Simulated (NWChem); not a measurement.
The numbers come from NWChem runs, not from measurements. System: HLi, charge 1, spin multiplicity 2, at the geometry of a parent with another charge or spin, in a state set for the comparison that need not be this species' ground state. Its SCF solution wasn't tested for a lower state. Level: UPBE/aug-cc-pVDZ.

Input file:

```
start mol
memory heap 200 mb stack 900 mb global 1100 mb
charge 1
geometry units angstroms nocenter noautoz
  Li     0.000000     0.000000     0.397275
  H      0.000000     0.000000    -1.191825
  symmetry group C2v
end
basis spherical
  * library aug-cc-pvdz
end
dft
  xc xpbe96 cpbe96
  odft
  mult 2
  semidirect memsize 60000000 filesize 0
  iterations 100
end
task dft energy
```

Part of the output:

```
             Northwest Computational Chemistry Package (NWChem) 7.3.0
             --------------------------------------------------------

                                NWChem Input Module
                                -------------------

 Scaling coordinates for geometry "geometry" by  1.889725989
 (inverse scale =  0.529177249)

 Turning off AUTOSYM since
 SYMMETRY directive was detected!

                             Geometry "geometry" -> ""
                             -------------------------

 Output coordinates in angstroms (scale by  1.889725989 to convert to a.u.)

  No.       Tag          Charge          X              Y              Z
 ---- ---------------- ---------- -------------- -------------- --------------
    1 Li                   3.0000     0.00000000     0.00000000     0.39727500
    2 H                    1.0000     0.00000000     0.00000000    -1.19182500

 Effective nuclear repulsion energy (a.u.)       0.9990131187

            Nuclear Dipole moment (a.u.)
            ----------------------------
        X                 Y               Z
 ---------------- ---------------- ----------------
     0.0000000000     0.0000000000     0.0000000000

      Symmetry information
      --------------------

 Group name             C2v
 Group number             16
 Group order               4
 No. of unique centers     2

      Symmetry unique atoms

     1    2


 Summary of "ao basis" -> "" (spherical)
 ------------------------------------------------------------------------------
       Tag                 Description            Shells   Functions and Types
 ---------------- ------------------------------  ------  ---------------------
 *                        aug-cc-pvdz                 on all atoms

  pbe96 is a nonlocal functional; adding pw91lda local functional.

                                 NWChem DFT Module
                                 -----------------

 Summary of "ao basis" -> "ao basis" (spherical)
 ------------------------------------------------------------------------------
       Tag                 Description            Shells   Functions and Types
 ---------------- ------------------------------  ------  ---------------------
 Li                       aug-cc-pvdz                9       23   4s3p2d
 H                        aug-cc-pvdz                5        9   3s2p

 Summary of "ao basis" -> "ao basis" (spherical)
 ------------------------------------------------------------------------------
       Tag                 Description            Shells   Functions and Types
 ---------------- ------------------------------  ------  ---------------------
 Li                       aug-cc-pvdz                9       23   4s3p2d
 H                        aug-cc-pvdz                5        9   3s2p

      Symmetry analysis of basis
      --------------------------

        a1         16
        a2          2
        b1          7
        b2          7

            General Information
            -------------------
          SCF calculation type: DFT
          Wavefunction type:  spin polarized.
          No. of atoms     :     2
          No. of electrons :     3
           Alpha electrons :     2
            Beta electrons :     1
          Charge           :     1
          Spin multiplicity:     2
          Use of symmetry is: on ; symmetry adaption is: on
          Maximum number of iterations: 100
          AO basis - number of functions:    32
                     number of shells:    14
[...]
    25      0.203846  2 H  s                  2      0.175339  1 Li s
     1     -0.051652  1 Li s                 16      0.050974  1 Li d  0
    10      0.035064  1 Li pz                32      0.034911  2 H  pz
    29      0.029475  2 H  pz                21      0.025267  1 Li d  0

 Vector    3  Occ=0.000000D+00  E=-2.366578D-01  Symmetry=a1
              MO Center=  2.2D-15, -1.7D-15,  9.3D-01, r^2= 3.6D+00
   Bfn.  Coefficient  Atom+Function         Bfn.  Coefficient  Atom+Function
  ----- ------------  ---------------      ----- ------------  ---------------
     7      0.519885  1 Li pz                 2      0.470846  1 Li s
     3      0.330111  1 Li s                 25      0.201371  2 H  s
    24     -0.192965  2 H  s                 32      0.179156  2 H  pz
    16     -0.110020  1 Li d  0              10     -0.073159  1 Li pz
     1     -0.057768  1 Li s                 21     -0.038126  1 Li d  0

 Vector    4  Occ=0.000000D+00  E=-2.176938D-01  Symmetry=b2
              MO Center= -3.5D-31,  1.7D-15, -5.6D-02, r^2= 4.1D+00
   Bfn.  Coefficient  Atom+Function         Bfn.  Coefficient  Atom+Function
  ----- ------------  ---------------      ----- ------------  ---------------
     6      0.843317  1 Li py                31      0.123363  2 H  py
    20     -0.095626  1 Li d -1               9      0.070138  1 Li py
    15     -0.060238  1 Li d -1              28      0.038201  2 H  py

 Vector    5  Occ=0.000000D+00  E=-2.176938D-01  Symmetry=b1
              MO Center= -2.0D-15,  4.2D-31, -5.6D-02, r^2= 4.1D+00
   Bfn.  Coefficient  Atom+Function         Bfn.  Coefficient  Atom+Function
  ----- ------------  ---------------      ----- ------------  ---------------
     5      0.843317  1 Li px                30      0.123363  2 H  px
    22      0.095626  1 Li d  1               8      0.070138  1 Li px
    17      0.060238  1 Li d  1              27      0.038201  2 H  px

                     DFT Final Beta Molecular Orbital Analysis
                     -----------------------------------------

 Vector    1  Occ=1.000000D+00  E=-2.200985D+00  Symmetry=a1
              MO Center= -1.6D-20, -1.6D-20,  4.0D-01, r^2= 1.3D-01
   Bfn.  Coefficient  Atom+Function         Bfn.  Coefficient  Atom+Function
  ----- ------------  ---------------      ----- ------------  ---------------
     1      0.999731  1 Li s

 Vector    2  Occ=0.000000D+00  E=-2.630401D-01  Symmetry=a1
              MO Center=  3.1D-16,  1.2D-15, -2.0D-01, r^2= 2.9D+00
   Bfn.  Coefficient  Atom+Function         Bfn.  Coefficient  Atom+Function
  ----- ------------  ---------------      ----- ------------  ---------------
     2      0.549774  1 Li s                  3      0.239041  1 Li s
    32      0.178418  2 H  pz                25      0.161159  2 H  s
     7     -0.128637  1 Li pz                24      0.114332  2 H  s
    21      0.079539  1 Li d  0              16     -0.054000  1 Li d  0
    29      0.050062  2 H  pz                 1     -0.045442  1 Li s

 Vector    3  Occ=0.000000D+00  E=-1.911298D-01  Symmetry=a1
              MO Center= -2.2D-15, -1.2D-15,  9.4D-01, r^2= 3.6D+00
   Bfn.  Coefficient  Atom+Function         Bfn.  Coefficient  Atom+Function
  ----- ------------  ---------------      ----- ------------  ---------------
     7      1.116590  1 Li pz                25      0.401195  2 H  s
    26      0.196050  2 H  s                 21     -0.125581  1 Li d  0
    24     -0.125859  2 H  s                 10      0.106143  1 Li pz
     3     -0.086276  1 Li s                  1     -0.074150  1 Li s
    16     -0.055781  1 Li d  0              29     -0.043835  2 H  pz

 Vector    4  Occ=0.000000D+00  E=-1.659314D-01  Symmetry=b2
              MO Center=  5.5D-31, -1.3D-16,  3.8D-01, r^2= 4.6D+00
   Bfn.  Coefficient  Atom+Function         Bfn.  Coefficient  Atom+Function
  ----- ------------  ---------------      ----- ------------  ---------------
     6      0.931994  1 Li py                 9      0.125363  1 Li py
    31     -0.043482  2 H  py                12      0.032798  1 Li py
    15     -0.027459  1 Li d -1

   alpha - beta orbital overlaps
   -----------------------------

   alpha      1      2      3      4      5      6      7      8      9     10
    beta      1      2      3      4      5      6     10      7      8      9
 overlap   1.000  0.715  0.712  0.967  0.967  0.758  0.684  0.786  0.987  0.987

   alpha     11     12     13     14     15     16     17     18     19     20
    beta     15     16     11     12     13     18     17     14     14     19
 overlap   0.925  0.925  0.802  0.984  0.984  0.999  0.999  0.642  0.631  0.706

   alpha     21     22     23     24     25     26     27     28     29     30
    beta     22     21     27     26     25     23     24     28     29     32
 overlap   0.801  0.801  0.904  0.844  0.844  0.999  0.999  0.825  0.903  0.958

   alpha     31     32
    beta     31     30
 overlap   0.994  0.994

     --------------------------
     Expectation value of S2:
     --------------------------
      <S2> =      0.7500 (Exact =     0.7500)

 center of mass
 --------------
 x =   0.00000000 y =   0.00000000 z =   0.37355647

 moments of inertia (a.u.)
 ------------------
           7.946820186438           0.000000000000           0.000000000000
           0.000000000000           7.946820186438           0.000000000000
           0.000000000000           0.000000000000           0.000000000000

     Multipole analysis of the density
     ---------------------------------

     L   x y z        total         alpha         beta         nuclear
     -   - - -        -----         -----         ----         -------
     0   0 0 0      1.000000     -2.000000     -1.000000      4.000000

     1   1 0 0     -0.000000     -0.000000     -0.000000      0.000000
     1   0 1 0     -0.000000     -0.000000     -0.000000      0.000000
     1   0 0 1      0.544158      1.294348     -0.750190      0.000000

     2   2 0 0     -1.292408     -1.139988     -0.152420      0.000000
     2   1 1 0     -0.000000     -0.000000     -0.000000      0.000000
     2   1 0 1      0.000000      0.000000      0.000000      0.000000
     2   0 2 0     -1.292408     -1.139988     -0.152420      0.000000
     2   0 1 1      0.000000      0.000000      0.000000      0.000000
     2   0 0 2      0.265294     -5.782018     -0.716031      6.763343

 Task  times  cpu:        0.3s     wall:        0.3s

 Total times  cpu:        0.3s     wall:        0.3s
```
